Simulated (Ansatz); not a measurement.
Saddle point of CH$_{6}$BN, closed shell (CH₆BN ([CH3][BH][NH2]) → CH₃B ([BH][CH2]) + NH₃ (still joined by a long B–N bond); bonds formed: N2–H4; bonds broken: C3–H4; bonds weakened to dative contacts: B1–N2), PBE0-D4/def2-TZVP structure:

B1  (-0.554, 0.380, -0.220)
N2  (0.447, 0.604, 0.954)
C3  (-0.087, -0.756, -0.999)
H4  (0.183, -0.605, 0.535)
H5  (-1.647, 0.849, -0.131)
H6  (1.369, 0.967, 0.760)
H7  (0.081, 0.934, 1.832)
H8  (-0.746, -1.306, -1.663)
H9  (0.955, -1.069, -1.066)
(Å)

Energies are electronic, without zero-point energy. Barriers and step energies count from the start structure reached by relaxing down the imaginary mode; all methods use the PBE0-D4 structures, on which another method's saddle can fall below an end. Computed with Ansatz 0.2.0 (basis: def2-TZVPP, with def2-QZVPP for the basis limit); correlated methods freeze the cores. B3LYP uses VWN-RPA correlation. Extrapolation: Hartree–Fock as exp(−7.88 √X), correlation as X^−2.97.

| method | barrier (kJ/mol) | step energy (kJ/mol) |
| --- | --- | --- |
| SPW92 | 279.2 | 190.9 |
| PBE-D4 | ? | 194.8 |
| BLYP-D4 | 312.6 | 197.5 |
| r2SCAN-D4 | 313.7 | 202.6 |
| B97M-V | 327.0 | 204.7 |
| PBE0-D4 | 315.8 | 202.7 |
| B3LYP-D4 | ? | 204.0 |
| r2SCAN0-D4 | 325.4 | 207.2 |
| BHLYP-D4 | 349.4 | 213.3 |
| CAM-B3LYP-D4 | 332.8 | 209.1 |
| wB97X-V | 332.5 | 210.4 |
| wB97M-V | 325.3 | 203.3 |
| B2PLYP | 329.5 | 204.1 |
| PBE-QIDH | 328.1 | 206.6 |
| RPA on PBE | 326.6 | 197.6 |
| HF | ? | 225.9 |
| MP2 | 323.9 | 201.1 |
| CCSD | 340.8 | 203.6 |
| CCSD(T) | 329.5 | 198.4 |

(1) Fill in the withheld barriers. (To be estimated.)

T1 diagnostic: at most 0.013.

Answers

(1) Computed: HF 389.7; PBE-D4 297.1; B3LYP-D4 326.5 kJ/mol. Each is the energy of the saddle less that of the start structure, by the same method.

For comparison, the barrier by CCSD(T) at an estimated basis limit (MP2 extrapolated from triple and quadruple zeta, plus CCSD(T) − MP2 in triple zeta) is 327.6 kJ/mol.

Labels in which every atom is bracketed show which atoms are joined, not bond orders.

For scale, one of the runs: CCSD(T)/def2-TZVPP, 177 basis functions, launched by `ansatz run in.yaml --threads 2 --pin off --events-out ev --progress --plain --max-ram 4352MiB`. The run took 25 s on 2 CPU threads of an Arm Neoverse V1 (shared host), with 1.7 GiB of host memory at its peak.
